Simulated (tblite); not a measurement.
C5H9F.
Atom-mapped SMILES: `[CH3:1]/[CH:2]=[CH:3]/[C@@H:4]([CH3:5])[F:6]` (hydrogens: H7, H8, H9 on C1; H10 on C2; H11 on C3; H12 on C4; H13, H14, H15 on C5)

Computed with GFN2-xTB (tblite), gas phase: Langevin dynamics at 600 K from the optimised GFN2-xTB geometry, time step 0.5 fs, friction 0.01 fs⁻¹, 2000 steps. The instantaneous temperature is 2·E(kin)/(3Nk) with all 3N coordinates.

```json
{"t (fs)": "0", "T (K)": "478", "E(pot) above start (eV)": "0.000", "C1–C2 (Å)": "1.490", "C2=C3 (Å)": "1.322", "C3–C4 (Å)": "1.500", "C4–C5 (Å)": "1.526", "C4–F6 (Å)": "1.384", "C1–H7 (Å)": "1.087", "C2–C3–C4–C5 (°)": "-116"}
{"t (fs)": "25", "T (K)": "268", "E(pot) above start (eV)": "0.564", "C1–C2 (Å)": "1.490", "C2=C3 (Å)": "1.317", "C3–C4 (Å)": "1.500", "C4–C5 (Å)": "1.528", "C4–F6 (Å)": "1.336", "C1–H7 (Å)": "1.000", "C2–C3–C4–C5 (°)": "-126"}
{"t (fs)": "50", "T (K)": "390", "E(pot) above start (eV)": "0.562", "C1–C2 (Å)": "1.486", "C2=C3 (Å)": "1.345", "C3–C4 (Å)": "1.498", "C4–C5 (Å)": "1.514", "C4–F6 (Å)": "1.400", "C1–H7 (Å)": "1.040", "C2–C3–C4–C5 (°)": "-127"}
{"t (fs)": "75", "T (K)": "281", "E(pot) above start (eV)": "0.687", "C1–C2 (Å)": "1.527", "C2=C3 (Å)": "1.340", "C3–C4 (Å)": "1.457", "C4–C5 (Å)": "1.499", "C4–F6 (Å)": "1.426", "C1–H7 (Å)": "1.123", "C2–C3–C4–C5 (°)": "-127"}
{"t (fs)": "100", "T (K)": "379", "E(pot) above start (eV)": "0.764", "C1–C2 (Å)": "1.533", "C2=C3 (Å)": "1.325", "C3–C4 (Å)": "1.513", "C4–C5 (Å)": "1.546", "C4–F6 (Å)": "1.415", "C1–H7 (Å)": "1.120", "C2–C3–C4–C5 (°)": "-127"}
{"t (fs)": "125", "T (K)": "500", "E(pot) above start (eV)": "0.800", "C1–C2 (Å)": "1.460", "C2=C3 (Å)": "1.329", "C3–C4 (Å)": "1.462", "C4–C5 (Å)": "1.549", "C4–F6 (Å)": "1.340", "C1–H7 (Å)": "1.060", "C2–C3–C4–C5 (°)": "-132"}
{"t (fs)": "150", "T (K)": "435", "E(pot) above start (eV)": "0.894", "C1–C2 (Å)": "1.481", "C2=C3 (Å)": "1.329", "C3–C4 (Å)": "1.484", "C4–C5 (Å)": "1.591", "C4–F6 (Å)": "1.388", "C1–H7 (Å)": "1.017", "C2–C3–C4–C5 (°)": "-124"}
{"t (fs)": "175", "T (K)": "550", "E(pot) above start (eV)": "0.840", "C1–C2 (Å)": "1.564", "C2=C3 (Å)": "1.332", "C3–C4 (Å)": "1.526", "C4–C5 (Å)": "1.452", "C4–F6 (Å)": "1.400", "C1–H7 (Å)": "1.111", "C2–C3–C4–C5 (°)": "-120"}
{"t (fs)": "200", "T (K)": "544", "E(pot) above start (eV)": "0.626", "C1–C2 (Å)": "1.533", "C2=C3 (Å)": "1.332", "C3–C4 (Å)": "1.476", "C4–C5 (Å)": "1.489", "C4–F6 (Å)": "1.440", "C1–H7 (Å)": "1.135", "C2–C3–C4–C5 (°)": "-119"}
{"t (fs)": "225", "T (K)": "580", "E(pot) above start (eV)": "0.876", "C1–C2 (Å)": "1.458", "C2=C3 (Å)": "1.316", "C3–C4 (Å)": "1.447", "C4–C5 (Å)": "1.669", "C4–F6 (Å)": "1.429", "C1–H7 (Å)": "1.086", "C2–C3–C4–C5 (°)": "-116"}
{"t (fs)": "250", "T (K)": "683", "E(pot) above start (eV)": "0.729", "C1–C2 (Å)": "1.459", "C2=C3 (Å)": "1.323", "C3–C4 (Å)": "1.527", "C4–C5 (Å)": "1.593", "C4–F6 (Å)": "1.299", "C1–H7 (Å)": "1.070", "C2–C3–C4–C5 (°)": "-110"}
{"t (fs)": "275", "T (K)": "376", "E(pot) above start (eV)": "1.344", "C1–C2 (Å)": "1.497", "C2=C3 (Å)": "1.377", "C3–C4 (Å)": "1.537", "C4–C5 (Å)": "1.500", "C4–F6 (Å)": "1.460", "C1–H7 (Å)": "1.083", "C2–C3–C4–C5 (°)": "-89"}
{"t (fs)": "300", "T (K)": "528", "E(pot) above start (eV)": "1.139", "C1–C2 (Å)": "1.440", "C2=C3 (Å)": "1.317", "C3–C4 (Å)": "1.522", "C4–C5 (Å)": "1.497", "C4–F6 (Å)": "1.444", "C1–H7 (Å)": "1.153", "C2–C3–C4–C5 (°)": "-83"}
{"t (fs)": "325", "T (K)": "709", "E(pot) above start (eV)": "0.775", "C1–C2 (Å)": "1.428", "C2=C3 (Å)": "1.304", "C3–C4 (Å)": "1.543", "C4–C5 (Å)": "1.538", "C4–F6 (Å)": "1.365", "C1–H7 (Å)": "1.078", "C2–C3–C4–C5 (°)": "-74"}
{"t (fs)": "350", "T (K)": "642", "E(pot) above start (eV)": "1.159", "C1–C2 (Å)": "1.546", "C2=C3 (Å)": "1.307", "C3–C4 (Å)": "1.514", "C4–C5 (Å)": "1.603", "C4–F6 (Å)": "1.432", "C1–H7 (Å)": "1.040", "C2–C3–C4–C5 (°)": "-93"}
{"t (fs)": "375", "T (K)": "705", "E(pot) above start (eV)": "0.833", "C1–C2 (Å)": "1.489", "C2=C3 (Å)": "1.361", "C3–C4 (Å)": "1.461", "C4–C5 (Å)": "1.544", "C4–F6 (Å)": "1.373", "C1–H7 (Å)": "1.123", "C2–C3–C4–C5 (°)": "-82"}
{"t (fs)": "400", "T (K)": "588", "E(pot) above start (eV)": "1.312", "C1–C2 (Å)": "1.480", "C2=C3 (Å)": "1.334", "C3–C4 (Å)": "1.518", "C4–C5 (Å)": "1.531", "C4–F6 (Å)": "1.403", "C1–H7 (Å)": "1.113", "C2–C3–C4–C5 (°)": "-82"}
{"t (fs)": "425", "T (K)": "698", "E(pot) above start (eV)": "1.139", "C1–C2 (Å)": "1.528", "C2=C3 (Å)": "1.278", "C3–C4 (Å)": "1.546", "C4–C5 (Å)": "1.517", "C4–F6 (Å)": "1.395", "C1–H7 (Å)": "1.057", "C2–C3–C4–C5 (°)": "-80"}
{"t (fs)": "450", "T (K)": "862", "E(pot) above start (eV)": "0.908", "C1–C2 (Å)": "1.534", "C2=C3 (Å)": "1.318", "C3–C4 (Å)": "1.487", "C4–C5 (Å)": "1.526", "C4–F6 (Å)": "1.365", "C1–H7 (Å)": "1.100", "C2–C3–C4–C5 (°)": "-74"}
{"t (fs)": "475", "T (K)": "608", "E(pot) above start (eV)": "1.197", "C1–C2 (Å)": "1.467", "C2=C3 (Å)": "1.395", "C3–C4 (Å)": "1.471", "C4–C5 (Å)": "1.543", "C4–F6 (Å)": "1.415", "C1–H7 (Å)": "1.112", "C2–C3–C4–C5 (°)": "-77"}
{"t (fs)": "500", "T (K)": "611", "E(pot) above start (eV)": "1.211", "C1–C2 (Å)": "1.497", "C2=C3 (Å)": "1.326", "C3–C4 (Å)": "1.521", "C4–C5 (Å)": "1.502", "C4–F6 (Å)": "1.412", "C1–H7 (Å)": "1.197", "C2–C3–C4–C5 (°)": "-71"}
{"t (fs)": "525", "T (K)": "599", "E(pot) above start (eV)": "0.853", "C1–C2 (Å)": "1.494", "C2=C3 (Å)": "1.304", "C3–C4 (Å)": "1.576", "C4–C5 (Å)": "1.495", "C4–F6 (Å)": "1.383", "C1–H7 (Å)": "1.159", "C2–C3–C4–C5 (°)": "-73"}
{"t (fs)": "550", "T (K)": "606", "E(pot) above start (eV)": "1.011", "C1–C2 (Å)": "1.507", "C2=C3 (Å)": "1.369", "C3–C4 (Å)": "1.519", "C4–C5 (Å)": "1.530", "C4–F6 (Å)": "1.403", "C1–H7 (Å)": "1.041", "C2–C3–C4–C5 (°)": "-77"}
{"t (fs)": "575", "T (K)": "625", "E(pot) above start (eV)": "0.983", "C1–C2 (Å)": "1.445", "C2=C3 (Å)": "1.316", "C3–C4 (Å)": "1.464", "C4–C5 (Å)": "1.500", "C4–F6 (Å)": "1.469", "C1–H7 (Å)": "1.088", "C2–C3–C4–C5 (°)": "-79"}
{"t (fs)": "600", "T (K)": "608", "E(pot) above start (eV)": "1.690", "C1–C2 (Å)": "1.503", "C2=C3 (Å)": "1.260", "C3–C4 (Å)": "1.522", "C4–C5 (Å)": "1.525", "C4–F6 (Å)": "1.396", "C1–H7 (Å)": "1.131", "C2–C3–C4–C5 (°)": "-79"}
{"t (fs)": "625", "T (K)": "690", "E(pot) above start (eV)": "1.164", "C1–C2 (Å)": "1.482", "C2=C3 (Å)": "1.358", "C3–C4 (Å)": "1.484", "C4–C5 (Å)": "1.585", "C4–F6 (Å)": "1.376", "C1–H7 (Å)": "1.109", "C2–C3–C4–C5 (°)": "-87"}
{"t (fs)": "650", "T (K)": "564", "E(pot) above start (eV)": "1.256", "C1–C2 (Å)": "1.529", "C2=C3 (Å)": "1.366", "C3–C4 (Å)": "1.472", "C4–C5 (Å)": "1.576", "C4–F6 (Å)": "1.476", "C1–H7 (Å)": "1.055", "C2–C3–C4–C5 (°)": "-103"}
{"t (fs)": "675", "T (K)": "749", "E(pot) above start (eV)": "0.854", "C1–C2 (Å)": "1.538", "C2=C3 (Å)": "1.293", "C3–C4 (Å)": "1.462", "C4–C5 (Å)": "1.504", "C4–F6 (Å)": "1.366", "C1–H7 (Å)": "1.108", "C2–C3–C4–C5 (°)": "-101"}
{"t (fs)": "700", "T (K)": "865", "E(pot) above start (eV)": "0.924", "C1–C2 (Å)": "1.493", "C2=C3 (Å)": "1.332", "C3–C4 (Å)": "1.494", "C4–C5 (Å)": "1.502", "C4–F6 (Å)": "1.382", "C1–H7 (Å)": "1.179", "C2–C3–C4–C5 (°)": "-110"}
{"t (fs)": "725", "T (K)": "647", "E(pot) above start (eV)": "1.109", "C1–C2 (Å)": "1.479", "C2=C3 (Å)": "1.384", "C3–C4 (Å)": "1.538", "C4–C5 (Å)": "1.582", "C4–F6 (Å)": "1.423", "C1–H7 (Å)": "1.148", "C2–C3–C4–C5 (°)": "-116"}
{"t (fs)": "750", "T (K)": "893", "E(pot) above start (eV)": "0.760", "C1–C2 (Å)": "1.475", "C2=C3 (Å)": "1.274", "C3–C4 (Å)": "1.482", "C4–C5 (Å)": "1.521", "C4–F6 (Å)": "1.336", "C1–H7 (Å)": "1.064", "C2–C3–C4–C5 (°)": "-124"}
{"t (fs)": "775", "T (K)": "672", "E(pot) above start (eV)": "1.004", "C1–C2 (Å)": "1.532", "C2=C3 (Å)": "1.303", "C3–C4 (Å)": "1.555", "C4–C5 (Å)": "1.481", "C4–F6 (Å)": "1.440", "C1–H7 (Å)": "1.050", "C2–C3–C4–C5 (°)": "-148"}
{"t (fs)": "800", "T (K)": "567", "E(pot) above start (eV)": "0.909", "C1–C2 (Å)": "1.469", "C2=C3 (Å)": "1.337", "C3–C4 (Å)": "1.490", "C4–C5 (Å)": "1.513", "C4–F6 (Å)": "1.447", "C1–H7 (Å)": "1.088", "C2–C3–C4–C5 (°)": "-167"}
{"t (fs)": "825", "T (K)": "572", "E(pot) above start (eV)": "0.862", "C1–C2 (Å)": "1.470", "C2=C3 (Å)": "1.351", "C3–C4 (Å)": "1.473", "C4–C5 (Å)": "1.571", "C4–F6 (Å)": "1.356", "C1–H7 (Å)": "1.133", "C2–C3–C4–C5 (°)": "-167"}
{"t (fs)": "850", "T (K)": "632", "E(pot) above start (eV)": "1.024", "C1–C2 (Å)": "1.517", "C2=C3 (Å)": "1.285", "C3–C4 (Å)": "1.538", "C4–C5 (Å)": "1.596", "C4–F6 (Å)": "1.384", "C1–H7 (Å)": "1.083", "C2–C3–C4–C5 (°)": "-169"}
{"t (fs)": "875", "T (K)": "715", "E(pot) above start (eV)": "0.872", "C1–C2 (Å)": "1.529", "C2=C3 (Å)": "1.319", "C3–C4 (Å)": "1.539", "C4–C5 (Å)": "1.539", "C4–F6 (Å)": "1.403", "C1–H7 (Å)": "1.059", "C2–C3–C4–C5 (°)": "-159"}
{"t (fs)": "900", "T (K)": "622", "E(pot) above start (eV)": "1.366", "C1–C2 (Å)": "1.474", "C2=C3 (Å)": "1.345", "C3–C4 (Å)": "1.499", "C4–C5 (Å)": "1.461", "C4–F6 (Å)": "1.440", "C1–H7 (Å)": "1.087", "C2–C3–C4–C5 (°)": "-145"}
{"t (fs)": "925", "T (K)": "677", "E(pot) above start (eV)": "1.079", "C1–C2 (Å)": "1.478", "C2=C3 (Å)": "1.287", "C3–C4 (Å)": "1.518", "C4–C5 (Å)": "1.612", "C4–F6 (Å)": "1.439", "C1–H7 (Å)": "1.118", "C2–C3–C4–C5 (°)": "-114"}
{"t (fs)": "950", "T (K)": "648", "E(pot) above start (eV)": "1.243", "C1–C2 (Å)": "1.575", "C2=C3 (Å)": "1.302", "C3–C4 (Å)": "1.483", "C4–C5 (Å)": "1.675", "C4–F6 (Å)": "1.356", "C1–H7 (Å)": "1.082", "C2–C3–C4–C5 (°)": "-133"}
{"t (fs)": "975", "T (K)": "827", "E(pot) above start (eV)": "1.066", "C1–C2 (Å)": "1.574", "C2=C3 (Å)": "1.362", "C3–C4 (Å)": "1.502", "C4–C5 (Å)": "1.594", "C4–F6 (Å)": "1.351", "C1–H7 (Å)": "1.138", "C2–C3–C4–C5 (°)": "-119"}
{"t (fs)": "1000", "T (K)": "683", "E(pot) above start (eV)": "0.976", "C1–C2 (Å)": "1.541", "C2=C3 (Å)": "1.322", "C3–C4 (Å)": "1.542", "C4–C5 (Å)": "1.465", "C4–F6 (Å)": "1.401", "C1–H7 (Å)": "1.127", "C2–C3–C4–C5 (°)": "-98"}
```

Question: From 500 fs on, how do temperature and potential energy compare with equipartition?

Answer: The mean temperature of these 21 frames is 670 K against the target 600 K, and the mean potential energy 1.06 eV against 39 × kT/2 = 1.01 eV for 39 classical harmonic modes. For 15 atoms in a canonical ensemble the temperature itself scatters by T·√(2/(3N)) = 126 K; here its standard deviation is 92 K. The whole run lasts only 10 friction times of 100 fs, so these averages carry a wide statistical error.

Question: What are the kinetic and total energies of the listed frame with the highest potential energy?

Answer: The one at 600 fs, 1.690 eV above the start. Its kinetic energy is 3NkT/2 = 1.179 eV at 608 K, so the sum is 2.87 eV; over the listed frames the sum runs from 0.93 to 2.87 eV, since the thermostat adds and removes energy.

Question: How much do the listed bonds fluctuate from 500 fs on?

Answer: 
| bond | at the start (Å) | mean (Å) | standard deviation (Å) |
| --- | --- | --- | --- |
| C1–C2 | 1.490 | 1.505 | 0.034 |
| C2=C3 | 1.322 | 1.324 | 0.033 |
| C3–C4 | 1.500 | 1.508 | 0.031 |
| C4–C5 | 1.526 | 1.539 | 0.054 |
| C4–F6 | 1.384 | 1.402 | 0.039 |
| C1–H7 | 1.087 | 1.107 | 0.042 |

The motion is classical and holds no zero-point motion.

What follows is the cost of the whole dynamics run. The run took 6.6 s on Arm Neoverse V2, one thread, no GPU, shared host, and the process peaked at 0.18 GiB of memory.
